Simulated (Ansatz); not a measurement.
## [Br···H···O], triplet in cc-pVDZ: errors against UCCSDT(Q)

Geometry: a point of a hydrogen-transfer path between rigid fragments, not a stationary point.

```xyz
3

Br    0.0000    0.0000   -1.7387
H     0.0000    0.0000    0.3743
O     0.0000    0.0000    1.3643
```

Basis cc-pVDZ; Ansatz 0.2.0. Correlated methods freeze the noble-gas cores and the filled d shells of p-block atoms, which leaves 14 electrons in 31 orbitals. Prefix R: restricted or restricted open-shell reference; prefix U: unrestricted. Active spaces: pair = (4e, 4o) about the gap; valence = (14e, 9o) chosen from the atoms' valence shells. No spin–orbit coupling is included, and no scalar relativity.

Full CI isn't at hand for all of this; UCCSDT(Q) serves as the reference, and is uncertain by about the last step of the cluster series. The frozen core follows each run's orbitals, which can shift R against U totals by a few meV for light atoms and by up to 0.1 eV past Ca.

* UHF ⟨S²⟩: 2.010
* T1 diagnostic (RCCSD): 0.0125
* largest doubles amplitude (RCCSD): 0.050
* T1 diagnostic (UCCSD): 0.0081

| level | E − E(RHF) (eV) |
| --- | --- |
| UHF | -0.1980 |
| UMP2 | -6.8781 |
| UCCSD | -7.6502 |
| UCCSD(T) | -7.7332 |

Task: Estimate how far UCCSDT(Q) in cc-pVDZ lies from UCCSD(T). The table doesn't fix it; the size of (T) and the diagnostics are the guide.

Result: UCCSDT(Q) in cc-pVDZ lies 2.6 kJ/mol below UCCSD(T), which is 33 % of the (T) step (-8.0 kJ/mol). The diagnostics give no warning, yet the rest is a sizeable part of (T).

The other levels:

```
 level  E − E(UCCSDT(Q)) (kJ/mol)  share of correlation (%)  wall time
UCCSDT                        1.3                     99.83          –
```

The correlation energy at UCCSDT(Q), counted from RHF, is -7.760 eV. That run took 15 s on 1 thread of AMD EPYC 9R45, shared host.

Run but not shown, since their state or frozen core can't be matched to the reference's or they repeat it: RHF, RMP2, CISD, RCCSD, RCCSD(T), BCCD(T), RCCSDT, RCCSDT(Q), CASSCF (pair space), NEVPT2 (pair space), MRCISD (pair space), MRCISD+Q (pair space), CASSCF (valence space), NEVPT2 (valence space), MRCISD (valence space), MRCISD+Q (valence space).

Times hold each run's SCF and search for its determinant on a shared host, so for small cases they say little of a method's own cost; they ran on 1 thread of AMD EPYC 9R45.

Natural occupations of CASSCF (valence space) about the gap: 1.987 1.987 1.978 1.013 1.013 0.023; effectively unpaired electrons, Σ n²(2−n)², 2.00.
